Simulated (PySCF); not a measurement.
# Static response to an electric field

Compound: C₄H₇FS.
Numbering: `[CH3:1][C@:2]1([CH2:3][F:4])[CH2:5][S:6]1` (hydrogens: H7, H8, H9 on C1; H10, H11 on C3; H12, H13 on C5)

Geometry (GFN2-xTB, Å), atoms numbered from 1 in this order:
```
atom  x, y, z in Å
C1    -0.950   -1.093    0.161
C2    -0.129    0.137   -0.131
C3     1.244   -0.146   -0.701
F4     2.005   -0.824    0.223
C5    -0.284    1.340    0.726
S6    -0.974    1.530   -0.929
H7    -1.099   -1.674   -0.747
H8    -1.922   -0.820    0.563
H9    -0.424   -1.711    0.888
H10    1.776    0.779   -0.941
H11    1.180   -0.783   -1.589
H12   -1.012    1.313    1.525
H13    0.585    1.951    0.934
```

Level: CAM-B3LYP/def2-SVPD (PySCF), static field, nuclei fixed, core orbitals frozen in the response. The polarisability tensor in these axes (au):

```
x   66.02 -4.56  2.39
y   -4.56 70.73 -3.92
z    2.39 -3.92 65.20
```

**Question.** What are the eigenvalues, a third of the trace, and Δα (Δα² = ½Σ(αi − αj)² over the three pairs)?

**Answer.** Principal values 63.16, 63.24 and 75.54 au; mean 67.31 au = 9.98 Å³ = 11.10 × 10⁻⁴⁰ C²·m²/J; Δα = 12.33 au (18 % of the mean).

**Question.** What is the dipole moment, and where does it point?

**Answer.** (-0.40, -0.15, 0.38) D, 0.57 D in size, pointing from the negative to the positive side. Measured along this direction, the outermost atoms are H10 at the negative end and H8 at the positive end.

**Question.** Refractivity n − 1 of an ideal gas of it at 350 K and 1 atm, from the electronic α?

**Answer.** N = p/kT = 2.0968 × 10¹⁹ cm⁻³, so n − 1 = 2π × N × 9.98 × 10⁻²⁴ cm³ = 1314 × 10⁻⁶ at long wavelengths.

**Question.** Sum over states: ᾱ = Σ f/ω², ω in Eh. What share falls to these 8 lowest TDDFT singlets (eV, f)? 4.88, 0.0001; 6.30, 0.0264; 6.68, 0.0274; 7.27, 0.0601; 7.46, 0.0073; 7.62, 0.0569; 7.95, 0.0512; 8.18, 0.0278.

**Answer.** They add up to 3.52 au, 5.2 % of the 67.31 au; the largest single term is 0.84 au, from the state at 7.27 eV. Terms in order: 0.00, 0.49, 0.46, 0.84, 0.10, 0.72, 0.60, 0.31 au. Higher excitations give the rest. The strengths listed sum to 0.257.

**Question.** Find the Langevin capture rate constant for H3+ (3.023 u) meeting this molecule (106.025 u), k = 2.342 × 10⁻⁹ cm³/s × √(α in Å³ / reduced mass in u).

**Answer.** The reduced mass is 2.94 u, so k = 4.31 × 10⁻⁹ cm³/s. The formula leaves out the permanent dipole, which adds to the capture rate.

**Question.** Rayleigh depolarisation ratio (linearly polarised light, static tensor)?

**Answer.** ρ = 3Δα²/(45ᾱ² + 4Δα²) = 456.4/(203907 + 608.5) = 0.00223.

**Question.** What are the principal values of the traceless quadrupole moment, Θ = ½Σq(3rr − r²1), about the centre of nuclear charge?

**Answer.** -11.11, 3.58, 7.52 D·Å. The values depend on the origin, since the dipole doesn't vanish. The electronic extent ⟨r²⟩ about the same centre is 720 bohr², a root-mean-square distance of 1.90 Å for the 56 electrons.

One conformer (not necessarily the lowest) at the GFN2-xTB geometry, without solvent, vibrations or thermal averaging.
